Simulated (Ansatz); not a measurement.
Relaxation of H₄LiSi₂ (7 atoms, charge 0, multiplicity 2), to a largest force component of 0.015 eV/Å in at most 40 steps.

Method: UKS PBE0-D4/def2-SVP in Ansatz 0.2.0.

```xyz
7
Properties=species:S:1:pos:R:3:forces:R:3
Li -3.015 -1.702 0.179 0.22 0.13 0.04
Si -0.648 -1.059 0.198 -0.97 -0.37 0.09
Si 0.617 0.831 -0.008 0.23 0.06 0.13
H 0.302 -2.114 -0.284 0.29 -0.12 -0.08
H 0.123 2.066 0.633 -0.39 0.28 0.26
H 1.925 0.583 0.627 0.53 -0.06 0.20
H 0.916 1.243 -1.388 0.09 0.08 -0.63
```

Q: Where does it end, and by what steps?

A: The run converged. The force dipped under the threshold on the way, but the program's further checks kept it going. After 11 steps the energy has fallen by 0.108 eV; Li1 moved furthest, 0.50 Å.

| step | energy less start (eV) | largest force component (eV/Å) | accepted |
| --- | --- | --- | --- |
| 0 | 0.0000 | 0.972 | yes |
| 1 | -0.0718 | 0.233 | yes |
| 2 | -0.0907 | 0.108 | yes |
| 3 | -0.1014 | 0.048 | yes |
| 4 | -0.0993 | 0.265 | no |
| 5 | -0.1053 | 0.013 | yes |
| 6 | -0.1068 | 0.036 | yes |
| 7 | -0.1066 | 0.057 | no |
| 8 | -0.1075 | 0.012 | yes |
| 9 | -0.1080 | 0.017 | yes |
| 10 | -0.1081 | 0.024 | yes |
| 11 | -0.1082 | 0.013 | yes |

```xyz
7
Properties=species:S:1:pos:R:3
Li -2.924 -1.431 0.583
Si -0.638 -1.167 -0.043
Si 0.638 0.789 -0.015
H 0.334 -2.204 -0.562
H -0.188 1.948 0.470
H 1.838 0.726 0.890
H 1.161 1.187 -1.368
```

The run took 110 s on 1 CPU thread of a shared host.
